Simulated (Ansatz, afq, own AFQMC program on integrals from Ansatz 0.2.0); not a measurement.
Integrals from Ansatz 0.2.0, then the random walk in our own AFQMC program (afq).

```yaml
crystal:
  periodic: [false, false, false]
  atoms:
    - {symbol: Ta, position_ang: [0.000000, 0.000000, 0.721733]}
    - {symbol: O, position_ang: [0.000000, 0.000000, -3.238267]}
    - {symbol: O, position_ang: [0.000000, 0.000000, 2.516533]}
basis:
  gaussian: {orbitals: def2-SVP}
magnetization: {spin_polarized: false, initial_magnetization: 3}
correlation: {method: ccsd_t, electrons: outside_noble_gas, hamiltonian_folder: ham}
```

```sh
$ ansatz run in.yaml --threads 1 --pin off --events-out ev --progress --plain --max-ram 16896MiB --backend cuda --devices 0, --max-vram 18GiB
```

afq runs on the folder ham with

```
--method phaseless --trial cisd --walkers 4000 --populations 20 --least-time 60 --time-step 0.005 --steps-per-block 50 --equilibration-blocks 40 --max-blocks 4000 --target-error 0.00049 --factor-cut 1e-05 --start spin_pure --seed 9572 --release-times 0.24,0.6,1.2,1.8,2.6 --release-step 0.04 --release-every 4 --taylor-order 6
```

Times are imaginary, in 1/Eh. The walk had a cap of 195 s. With eight or more populations the least sampling time is a fifth of least-time, and the error comes from their spread. Core potentials past Kr, no spin–orbit coupling.

afq prints:

```
orbitals 54  electrons 10 7  factors 408 of 569
reference energy -205.83619323 Eh
CCSD correlation -0.43473342 Eh in 18 cycles, weight of the determinant in the CISD state 0.8016
energy of the start -206.270928 Eh
 block  time / (1/Eh)  mean weight  energy / Eh
     1     0.250  0.9998  -206.263853
     2     0.500  0.9996  -206.271436
     3     0.750  0.9995  -206.277852
     4     1.000  1.0002  -206.279775
     5     1.250  1.0000  -206.284126
     8     2.000  0.9999  -206.290901
    13     3.250  0.9998  -206.293376
    25     6.250  1.0002  -206.293609
    37     9.250  1.0004  -206.298477
    49    12.250  0.9997  -206.298593
    61    15.250  1.0000  -206.295437
    73    18.250  1.0002  -206.294064
    85    21.250  1.0001  -206.292001
    97    24.250  0.9998  -206.293748
   105    26.250  1.0001  -206.298618
   109    27.250  1.0002  -206.292173
   121    30.250  0.9998  -206.292627
   129    32.250  0.9998  -206.287950
   133    33.250  1.0003  -206.292161
   145    36.250  0.9992  -206.293543
   157    39.250  1.0000  -206.290295
   169    42.250  1.0001  -206.288236
error from the spread of 20 populations
released: time / (1/Eh)  energy / Eh  error  mean overlap
  0.24  -206.295087  0.000399  0.9939
  0.60  -206.295370  0.000375  0.9884
  1.20  -206.294761  0.000572  0.9843
  1.80  -206.295111  0.000732  0.9792
  2.60  -206.297480  0.001511  0.9684
energy -206.293693 +/- 0.000484 Eh
(rows thinned)
```

The run passed its tests (sampling time, drift between the halves within three errors, error under three times the target), which doesn't prove that it has relaxed. The second half of the sampling lies above the first by 2.0 errors of their difference, so the energy may still be moving and its error bar be too small.

Against this walk (error 13.2 meV) on the same determinant: CCSD(T) 8.0 meV lower (within the noise), CCSDT(Q) 1.9 meV higher (within the noise). The error is statistical and leaves out the bias of the constraint. Released to 1.80 1/Eh the energy moves by -39 ± 24 meV (both errors), within twice the noise.

Cautions: constraint bias not in the error; no spin-orbit coupling; outer-core shells of the metal frozen; lower spins were not checked; higher spins were not checked; a spin-contaminated unrestricted determinant lies lower (UHF 336 meV lower, ⟨S²⟩ 4.25); CCSDT(Q) on the UHF determinant differs (104 meV lower), perhaps since the unrestricted series falls towards higher spin.

The walk took 2.8 min on 1 × NVIDIA H100 80GB HBM3 with 2 threads of AMD EPYC 7R13 Processor (Zen 3), on a shared host (the card was shared). The log's last line is the phaseless energy.

CCSDT and higher add their correlation energy to the determinant of the CCSD(T) run, since their own runs factorise the integrals more tightly (a shift of under 2 meV). A walk keeps the symmetry of its determinant, which the program's search chose and which needn't be the lowest solution, so a lower state of the same spin and another symmetry isn't excluded.
